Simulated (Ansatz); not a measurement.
A-type hexagonal La2O3, treated with LDA (PAW; Ansatz, an electronic-structure program).

Numerical settings: plane-wave cutoff 520 eV, 6×6×4 k mesh (along the axes of the cell as run), perturbation theory, scalar-relativistic PAW data made under PBE.

Computed at the level's own relaxed cell.

### Question
What does this level give for the electronic dielectric constant ε∞ (mean over three axes) and dielectric constant ε0 (ions relaxed) (mean over three axes)?

### Answer

* **electronic dielectric constant ε∞ (mean over three axes)**: 4.90
* **dielectric constant ε0 (ions relaxed) (mean over three axes)**: 24.3

Spin–orbit coupling is not included.

It cost about 15 core-minutes (a rough figure) of CPU time.
